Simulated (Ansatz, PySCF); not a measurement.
Gas-phase reaction in SMILES: [CH2]C=O → [CH2-]C=O (an electron is taken up)

Wanted: adiabatic electron affinity (0 K, with zero-point energies), in eV. Positive where the reaction releases energy. Conventions: no spin-orbit coupling; non-relativistic; six Cartesian d functions in 6-31G* and its kin unless marked 5d; dispersion terms only where a functional's name holds one; open shells spin-unrestricted. First-principles rows: single points at B3LYP-D3(BJ) geometries (Ansatz, a program for electronic structure), with unscaled harmonic terms from B3LYP/6-31G* (Ansatz) at its own minima. Sets without +, aug- or the D of def2-TZVPD hold no diffuse functions, which anions need.

```json
[
 {"species": "[CH2]C=O", "coefficient": "+1", "E at M06-2X/6-31G* (5d) (PySCF), Eh": "-153.09273", "E at M06-2X/def2-TZVPD (PySCF), Eh": "-153.16230", "zero-point energy, kcal/mol": "26.80"},
 {"species": "[CH2-]C=O", "coefficient": "-1", "E at M06-2X/6-31G* (5d) (PySCF), Eh": "-153.13206", "E at M06-2X/def2-TZVPD (PySCF), Eh": "-153.22742", "zero-point energy, kcal/mol": "26.27"}
]
```

 1 Eh = 27.2114 eV and 1 eV = 23.0605 kcal/mol.

Question: Compute it at each level from the table.

Answer: 
- M06-2X/6-31G* (5d): the sum of coefficient times E is 0.03933 Eh, or 1.070 eV; the thermal terms add 0.023. Result: 1.09 eV.
- M06-2X/def2-TZVPD: the sum of coefficient times E is 0.06512 Eh, or 1.772 eV; the thermal terms add 0.023. Result: 1.79 eV.
